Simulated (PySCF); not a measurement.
Gas-phase reaction: 2 BH₂ + H₂ → B₂H₆

Computed with PySCF and rigid-rotor harmonic-oscillator thermochemistry at 1 bar. S°(298 K) at PBE0/def2-TZVP differs from the NASA 1993 table for BH₂ (+14 J/mol/K); whether the harmonic model or the table's entry is off was not settled. † marks an energy on the PBE0/def2-TZVP geometry and frequencies; other levels use their own. 6-31G* has spherical d functions here. Open shells (unrestricted): BH₂ (multiplicity 2); the rest are closed-shell singlets. The harmonic model lacks anharmonicity and excited electronic states, which grow with temperature; levels with a mode under 35 cm⁻¹ are left out.

ΔH° and ΔS° at 298 K: BLYP/def2-TZVP† -569 kJ, -286 J/K; HF/6-31G* -437 kJ, -288 J/K; M06-2X/def2-TZVP† -600 kJ, -286 J/K; PBE0/def2-SVP† -629 kJ, -286 J/K; r2SCAN/def2-TZVP† -598 kJ, -286 J/K.

Question: With the heat capacities included, give log10 K (1 bar) at 500, 600, 1800, 2000, 2500 K from BLYP/def2-TZVP†, HF/6-31G*, M06-2X/def2-TZVP†, PBE0/def2-SVP†, r2SCAN/def2-TZVP†.

Answer: 
| T (K) | BLYP/def2-TZVP† | HF/6-31G* | M06-2X/def2-TZVP† | PBE0/def2-SVP† | r2SCAN/def2-TZVP† |
|---|---|---|---|---|---|
| 500 | 44.2 | 30.4 | 47.6 | 50.6 | 47.3 |
| 600 | 34.2 | 22.6 | 37.0 | 39.5 | 36.8 |
| 1800 | 0.9 | -3.1 | 1.9 | 2.7 | 1.8 |
| 2000 | -0.7 | -4.4 | 0.2 | 0.9 | 0.1 |
| 2500 | -3.5 | -6.6 | -2.9 | -2.3 | -2.9 |
